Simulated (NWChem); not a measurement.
# triplet C3H6O2 at 4 levels

Aim: a comparison of 4 runs (UCAM-B3LYP/6-31G*, UM06-2X/6-31G*, U-wB97X/6-31G*, UB2PLYP/6-31G*) of triplet C3H6O2. 

Program for the calculation: NWChem 7.3.0.

## 1. The molecule

C3H6O2 has 11 atoms, charge 0, and is taken as a triplet. SMILES of the parent species: `CCOC=O`. The shape is that of a PBE0-D4/def2-TZVP optimisation. This is one conformer, not always the lowest. That shape belongs to the parent species and isn't relaxed for this state.

Bond lengths: C1–C2 1.508 Å, C2–O3 1.438 Å, O3–C4 1.329 Å, C4–O5 1.197 Å, C1–H6 1.092 Å, C1–H7 1.091 Å, C1–H8 1.092 Å, C2–H9 1.091 Å, C2–H10 1.090 Å, C4–H11 1.100 Å. Some angles: C1–C2–O3 111.3°, C2–O3–C4 116.4°, O3–C4–O5 126.3°, C1–C2–H9 111.3°, C1–C2–H10 111.5°, O3–C2–H9 108.7°, O3–C2–H10 104.4°, C2–C1–H6 109.6°, C2–C1–H7 110.8°, C2–C1–H8 110.9°.

## 2. A single-point energy at UCAM-B3LYP/6-31G(d) (spherical functions) (run 1)

Input file run.py:

```python
from ase import Atoms
from ase.calculators.nwchem import NWChem

molecule = Atoms(['C', 'C', 'O', 'C', 'O', 'H', 'H', 'H', 'H', 'H', 'H'], positions=[
    [-0.299500, -0.524900, 1.232400],
    [0.160800, 0.664100, 0.426200],
    [-0.490700, 0.711500, -0.855000],
    [0.057300, -0.014800, -1.824100],
    [1.038300, -0.694200, -1.733000],
    [0.156600, -0.494600, 2.224600],
    [-0.004700, -1.457900, 0.750600],
    [-1.384300, -0.515300, 1.354300],
    [1.240500, 0.642300, 0.270000],
    [-0.114700, 1.603600, 0.905800],
    [-0.534200, 0.107100, -2.743600],
])

calc = NWChem(
    label='test',
    theory='dft',
    memory='2200 mb',
    basis='6-31G*',
    basispar='spherical bse',
    dft={'xc': 'xcamb88 1.00 lyp 0.81 vwn_5 0.19 hfexch 1.00', 'cam': '0.33 cam_alpha 0.19 cam_beta 0.46', 'mult': '3', 'grid': 'xfine', 'convergence': 'energy 1e-08', 'direct': None, 'iterations': '100', 'mulliken': None, 'print': 'low'},
    task='energy',
)
molecule.calc = calc

e = molecule.get_potential_energy()
print(f"E = {e:.6f} eV")
```

On the command line:

```
export ASE_NWCHEM_COMMAND="nwchem PREFIX.nwi > PREFIX.nwo"
python run.py
```

Output:

```text
E = -7294.163728 eV
```

The calculator wrote test.nwi:

```
title "test"

permanent_dir test

scratch_dir test

start test

geometry units angstrom nocenter noautosym noautoz
  C  -2.9949999999999999e-01 -5.2490000000000003e-01 1.2323999999999999e+00
  C  1.6080000000000000e-01 6.6410000000000002e-01 4.2620000000000002e-01
  O  -4.9070000000000003e-01 7.1150000000000002e-01 -8.5499999999999998e-01
  C  5.7299999999999997e-02 -1.4800000000000001e-02 -1.8241000000000001e+00
  O  1.0383000000000000e+00 -6.9420000000000004e-01 -1.7330000000000001e+00
  H  1.5659999999999999e-01 -4.9459999999999998e-01 2.2246000000000001e+00
  H  -4.7000000000000002e-03 -1.4579000000000000e+00 7.5060000000000004e-01
  H  -1.3843000000000001e+00 -5.1529999999999998e-01 1.3543000000000001e+00
  H  1.2404999999999999e+00 6.4229999999999998e-01 2.7000000000000002e-01
  H  -1.1470000000000000e-01 1.6035999999999999e+00 9.0580000000000005e-01
  H  -5.3420000000000001e-01 1.0710000000000000e-01 -2.7435999999999998e+00
end

memory 2200 mb

basis spherical bse noprint
   * library 6-31G*
end

dft
  xc xcamb88 1.00 lyp 0.81 vwn_5 0.19 hfexch 1.00
  cam 0.33 cam_alpha 0.19 cam_beta 0.46
  mult 3
  grid xfine
  convergence energy 1e-08
  direct
  iterations 100
  mulliken
  print low
end

task dft energy
```

test.nwo (excerpt; [...] marks lines left out):

```text
[...]
         Total DFT energy =     -268.055575010279
      One electron energy =     -723.963687710862
           Coulomb energy =      310.158064256512
    Exchange-Corr. energy =      -35.653722641637
 Nuclear repulsion energy =      181.403771085707
[... 29 lines left out ...]
     -------------------------------------------
      Total Density - Lowdin Population Analysis
[...]
      <S2> =      2.0051 (Exact =     2.0000)
[...]
```

Run time: 2 min. Hardware: 1 thread of Intel Xeon 6975P-C (Granite Rapids), shared host; peak memory 0.14 GiB.

## 3. A single-point energy at UM06-2X/6-31G(d) (spherical functions) (run 2)

Input file c3h6o2.nw:

```
start c3h6o2
memory 2200 mb
geometry units bohr noautosym nocenter noautoz
  C     -0.56597297    -0.99191724     2.32889848
  C      0.30386796     1.25496712     0.80540127
  O     -0.92728861     1.34454014    -1.61571584
  C      0.10828131    -0.02796795    -3.44704942
  O      1.96210264    -1.31184788    -3.27489537
  H      0.29593111    -0.93465854     4.20388474
  H     -0.00888171    -2.75503172     1.41842843
  H     -2.61594787    -0.97377587     2.55925609
  H      2.34420526     1.21377109     0.51022605
  H     -0.21675159     3.03036481     1.71171392
  H     -1.00949170     0.20238967    -5.18465260
end
basis spherical bse
  * library 6-31G*
end
dft
  xc m06-2x
  mult 3
  grid xfine
  convergence energy 1e-08
  iterations 100
  mulliken
  print low
end
task dft energy
```

On the command line:

```
nwchem c3h6o2.nw > c3h6o2.out
```

Output:

```text
[...]
 d= 0,ls=0.0,diis     1   -267.8851961772 -4.49D+02  6.38D-03  1.71D-01     6.9
[...]
 d= 0,ls=0.0,diis    17   -268.0497715137 -2.19D-09  2.57D-07  1.88D-10   124.9
[...]
         Total DFT energy =     -268.049771513726
      One electron energy =     -723.744932818784
           Coulomb energy =      309.924448099599
    Exchange-Corr. energy =      -35.633044766220
 Nuclear repulsion energy =      181.403757971680
[...]
      Total Density - Mulliken Population Analysis
     ---------------------------------------------
    Atom       Charge   Shell Charges
 -----------   ------   -------------------------------------------------------
    1 C    6     6.50   2.00  0.66  2.12  0.64  1.04  0.03
    2 C    6     6.08   2.00  0.67  2.03  0.56  0.78  0.06
    3 O    8     8.45   2.00  0.90  2.90  0.94  1.68  0.03
    4 C    6     5.87   2.00  0.65  2.11  0.32  0.71  0.10
    5 O    8     8.18   2.00  0.94  2.81  0.94  1.46  0.03
    6 H    1     0.83   0.52  0.31
    7 H    1     0.82   0.52  0.30
    8 H    1     0.82   0.52  0.30
    9 H    1     0.83   0.53  0.30
   10 H    1     0.82   0.53  0.29
[...]
      <S2> =      2.0047 (Exact =     2.0000)
[...]
```

It took 2.1 min on 1 thread of Intel Xeon 6975P-C (Granite Rapids), shared host; peak memory 0.14 GiB.

Run 3 isn't shown in full; the table further down has it.

## 4. A single-point energy at UB2PLYP/6-31G(d) (spherical functions) (run 4)

Input file c3h6o2.nw:

```
start c3h6o2
memory 2200 mb

geometry units au noautosym nocenter noautoz
 C     -0.56597297    -0.99191724     2.32889848
 C      0.30386796     1.25496712     0.80540127
 O     -0.92728861     1.34454014    -1.61571584
 C      0.10828131    -0.02796795    -3.44704942
 O      1.96210264    -1.31184788    -3.27489537
 H      0.29593111    -0.93465854     4.20388474
 H     -0.00888171    -2.75503172     1.41842843
 H     -2.61594787    -0.97377587     2.55925609
 H      2.34420526     1.21377109     0.51022605
 H     -0.21675159     3.03036481     1.71171392
 H     -1.00949170     0.20238967    -5.18465260
end

basis "ao basis" spherical bse
 * library 6-31G*
end

dft
 xc hfexch 0.53 becke88 0.47 lyp 0.73 mp2 0.27
 dftmp2 semidirect
 mult 3
 grid xfine
 convergence energy 1e-08
 maxiter 100
 mulliken
end

mp2
 freeze core 5
end

task dft energy
```

On the command line:

```
nwchem c3h6o2.nw > c3h6o2.out
```

Output:

```text
[...]
          Wavefunction type:  spin polarized.
          No. of atoms     :    11
          No. of electrons :    40
[...]
          Charge           :     0
          Spin multiplicity:     3
[...]
          AO basis - number of functions:    82
[...]
              XC Information
              --------------
                     Hartree-Fock (Exact) Exchange  0.530
                    Becke 1988 Exchange Functional  0.470
              Lee-Yang-Parr Correlation Functional  0.730
[...]
 d= 0,ls=0.0,diis     1   -267.4805600481 -4.49D+02  5.70D-03  1.74D-01     4.9
[...]
 d= 0,ls=0.0,diis    17   -267.6643935918 -3.07D-09  1.99D-07  1.51D-10    84.7
[...]
         Total DFT energy =     -267.664393591810
      One electron energy =     -723.803577318276
           Coulomb energy =      310.023873508368
    Exchange-Corr. energy =      -35.288447753581
 Nuclear repulsion energy =      181.403757971680
[...]
      Total Density - Mulliken Population Analysis
     ---------------------------------------------
    Atom       Charge   Shell Charges
 -----------   ------   -------------------------------------------------------
    1 C    6     6.48   2.00  0.66  2.12  0.65  1.02  0.04
    2 C    6     6.04   2.00  0.67  2.01  0.54  0.74  0.07
    3 O    8     8.50   2.00  0.90  2.92  0.95  1.71  0.03
    4 C    6     5.82   2.00  0.65  2.10  0.31  0.66  0.11
    5 O    8     8.19   2.00  0.94  2.82  0.94  1.46  0.03
    6 H    1     0.84   0.52  0.32
    7 H    1     0.83   0.53  0.30
    8 H    1     0.83   0.52  0.30
    9 H    1     0.84   0.54  0.30
   10 H    1     0.83   0.54  0.30
[...]
      <S2> =      2.0087 (Exact =     2.0000)
[...]
  Basis functions       =     82
[...]
```

Run time: 89 s. Hardware: 1 thread of Intel Xeon 6975P-C (Granite Rapids), shared host; peak memory 0.24 GiB.

## 5. Overview of the runs

| run | level | frozen core orbitals | energy (Eh) | ⟨S²⟩ | wall time |
| --- | --- | --- | --- | --- | --- |
| 1 | UCAM-B3LYP/6-31G* (spherical functions) | – | -268.055575 | 2.005 | 2 min |
| 2 | UM06-2X/6-31G* (spherical functions) | – | -268.049772 | 2.005 | 2.1 min |
| 3 | U-wB97X/6-31G* (spherical functions) | – | -268.104410 | 2.006 | 2.3 min |
| 4 | UB2PLYP/6-31G* (spherical functions) | 5 | -267.887015 | 2.009 | 89 s |

## 6. Summary of results

| quantity | value |
| --- | --- |
| run 4: total energy | -267.88702 Eh |
| run 4: dipole moment (SCF part) | 0.95 D |
| run 4: HOMO energy (SCF part's orbitals) (highest over α and β) | -3.96 eV |
| run 4: LUMO energy (SCF part's orbitals) (lowest over α and β) | -2.66 eV |
| run 4: ⟨S²⟩ | 2.009 |

Totals of different functionals can't be ranked against each other. All runs together took 7.9 min, the longest 2.3 min.
